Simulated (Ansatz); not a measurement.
SiF₂. Total charge 0; triplet. Geometry r2SCAN-D4/def2-TZVP, that of the neutral singlet; atoms count from 1.

Cartesian coordinates in Å:
```
Si -0.309 -0.571 0.214
F -0.392 0.921 0.798
F 0.701 -0.350 -1.012
```

At PBE0-D4/def2-TZVP a singlet of charge 0 lies 3.06 eV below the triplet at the same geometry.

Q: Estimate the Mulliken populations from the PBE0/def2-TZVP orbitals of Ansatz.

A: 
```csv
atom,charge (e),spin (α − β)
Si1,0.52,1.82
F2,-0.26,0.09
F3,-0.26,0.09
```
Mulliken values depend strongly on the basis.

Q: Where does the spin sit?

A: Summed by element: Si 1.82, F 0.18, of 2 unpaired in all. Largest on single atoms: Si1 1.82, F2 0.09, F3 0.09.

Q: And the Mayer bond orders between heavy atoms (over 0.3)?

A: Si1–F2 1.14 (1.60 Å); Si1–F3 1.14 (1.60 Å).
